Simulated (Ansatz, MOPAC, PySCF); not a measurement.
Potential energy curve for SMILES [SiH3][SiH3] (H6Si2). The Si1–Si5 bond (Si1 also carries H, H, H; Si5 carries H, H, H) is pulled apart rigidly from the PBE0/def2-TZVP optimised geometry.

Levels: UKS-B3LYP/6-31G* = unrestricted B3LYP/6-31G*, spherical d run with PySCF; RHF/LANL2DZ = restricted Hartree-Fock/LANL2DZ, with its core potentials past Ne in PySCF; PM7, restricted, heats of formation (MOPAC); UCCSD(T) = CCSD(T) on UHF/cc-pVTZ, frozen core (Ansatz, a program for electronic structure).

Energies relative to the lowest point of each curve near equilibrium, in mEh; the last columns give the difference from UCCSD(T):

```csv
R / Å,UKS-B3LYP/6-31G*,RHF/LANL2DZ,PM7,UCCSD(T),UKS-B3LYP/6-31G* − UCCSD(T),RHF/LANL2DZ − UCCSD(T),PM7 − UCCSD(T)
1.87,85.5,86.5,25.5,87.4,-1.9,-0.9,-62.0
2.01,35.4,35.1,7.1,36.2,-0.8,-1.1,-29.1
2.06,24.1,23.6,3.4,24.7,-0.6,-1.0,-21.2
2.22,4.0,3.5,0.0,4.1,-0.1,-0.6,-4.1
2.28,1.1,0.8,1.4,1.1,0.0,-0.3,0.3
2.34,0.0,0.0,4.0,0.0,0.0,0.0,4.0
2.41,0.6,1.0,8.2,0.6,0.0,0.4,7.6
2.47,2.4,3.1,12.8,2.4,-0.1,0.7,10.4
2.56,6.6,7.9,20.8,6.8,-0.2,1.1,14.0
2.73,18.2,20.5,38.6,18.8,-0.6,1.7,19.8
2.93,34.5,38.1,61.2,35.7,-1.2,2.4,25.6
3.20,56.9,63.1,90.7,59.3,-2.5,3.8,31.4
3.51,80.2,91.0,119.4,84.5,-4.3,6.5,34.9
3.85,100.1,118.8,143.8,105.4,-5.3,13.4,38.4
4.17,109.5,141.6,160.9,115.6,-6.1,26.0,45.3
4.66,115.6,170.2,179.3,120.8,-5.2,49.5,58.6
5.17,117.7,192.7,191.4,122.1,-4.4,70.6,69.3
5.75,118.5,210.9,200.1,122.6,-4.0,88.4,77.6
6.35,118.8,223.6,206.1,122.7,-3.9,100.9,83.3
7.04,118.9,232.9,210.7,122.8,-3.9,110.1,87.9
8.11,118.9,241.2,215.7,122.8,-4.0,118.4,92.9
```

UKS-B3LYP/6-31G* is furthest from UCCSD(T) at 4.17 (-6.1 mEh, below); its mean absolute difference over the points is 2.3 mEh.

RHF/LANL2DZ is furthest from UCCSD(T) at 8.11 (118.4 mEh, above); its mean absolute difference over the points is 28.5 mEh.

PM7 is furthest from UCCSD(T) at 8.11 (92.9 mEh, above); its mean absolute difference over the points is 38.9 mEh.

The unrestricted determinant behind UKS-B3LYP/6-31G* is spin-contaminated at 3.85 to 8.11 Å (<S²> up to 1.0, against 0.00 for a pure singlet). The restricted form behind RHF/LANL2DZ, PM7 keeps the bonding electrons paired and can't separate into open-shell fragments. The unrestricted determinant behind UCCSD(T) is spin-contaminated at 3.20 to 8.11 Å (<S²> up to 1.0, against 0.00 for a pure singlet).
